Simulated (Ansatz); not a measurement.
**Worked example: building the atomization energy of HO, doublet**

Measured: the G2/97 heats of formation, with zero-point and thermal terms from B3LYP taken off, give an electronic atomization energy of 106.4 kcal/mol (Curtiss et al., J. Chem. Phys. 106, 1063 (1997); Staroverov et al., J. Chem. Phys. 119, 12129 (2003)). The calculation below tries to reproduce it.

Geometry (MP2(full)/6-31G*, from the G2/97 set):

```xyz
2

O     0.0000    0.0000    0.0000
H     0.0000    0.0000    0.9791
```

Atomization energies (atoms less molecule, kcal/mol) from Ansatz 0.2.0, frozen cores, unrestricted molecule, unrestricted atoms (their steps beyond CCSDT(Q) from restricted open-shell runs), sets cc-pVDZ, cc-pVTZ, cc-pVQZ:

```json
{"level": "HF", "DZ": "64.07", "TZ": "67.32", "QZ": "67.90"}
{"level": "CCSD(T)", "DZ": "94.21", "TZ": "102.85", "QZ": "105.45"}
{"level": "CCSDT", "DZ": "94.26", "TZ": "102.85", "QZ": "105.43"}
{"level": "CCSDT(Q)", "DZ": "94.37", "TZ": "102.93", "QZ": "105.52"}
{"level": "CCSDTQ", "DZ": "94.37", "TZ": "–", "QZ": "–"}
```

Q: Extrapolate Hartree–Fock with exp(−5.46 √X) and the CCSD(T) correlation part with X⁻³ (X = 3, 4), add each higher step from the largest set that has it, and compare with the measured value.

A: Hartree–Fock: 67.90 + (67.90 − 67.32) × 0.301 = 68.07.
Correlation: TZ 35.53, QZ 37.55; (64 × 37.55 − 27 × 35.53) / 37 = 39.02.
Full triples (QZ): 105.43 − 105.45 = -0.02.
(Q) (QZ): 105.52 − 105.43 = 0.09.
Full quadruples (DZ): 94.37 − 94.37 = 0.00.
Sum: 107.2 kcal/mol, 0.8 above the measured 106.4.

The steps beyond CCSD(T) add 0.07 kcal/mol, while going from QZ to the limit adds 1.64. Core correlation, scalar relativity, spin–orbit terms and the relaxation from this MP2 geometry are missing from the sum, and the measured value has its own uncertainty.
